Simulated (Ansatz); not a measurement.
Process, species as SMILES: S (H2S) + H+ → [SH3+]
B3LYP-D3(BJ)/def2-TZVP geometries, fixed; electronic energies without zero-point terms; positive where energy is released.
Largest species:
```
S
H 1 1.3577
H 1 1.3577 2 94.35
H 1 1.3577 2 94.35 3 -94.71
```
Charge +1, spin multiplicity 1.

Core correlation in the proton affinity at MP2 with Ansatz (a first-principles code), in kcal/mol: frozen core against 1s of Al to Cl frozen alone. Core-valence sets carry the plain set on hydrogen.

```
basis        functions, most  frozen core  1s of Al to Cl frozen alone  core term (second minus first)
-----------  ---------------  -----------  ---------------------------  ------------------------------
cc-pV(D+d)Z               38       177.16                       177.28                            0.12
cc-pCVDZ                  42       176.17                       176.24                            0.08
cc-pV(T+d)Z               81       174.55                       175.20                            0.65
cc-pwCVTZ                101       174.59                       174.29                           -0.29
cc-pCVTZ                 101       174.47                       174.24                           -0.22
cc-pV(Q+d)Z              154       173.65                       173.65                            0.00
cc-pwCVQZ                199       173.68                       173.34                           -0.34
cc-pCVQZ                 199       173.70                       173.39                           -0.31
```

The largest core-valence set, cc-pCVQZ, gives a core term of -0.31 kcal/mol; the valence set cc-pV(Q+d)Z, which lacks functions for the core, gives 0.00.
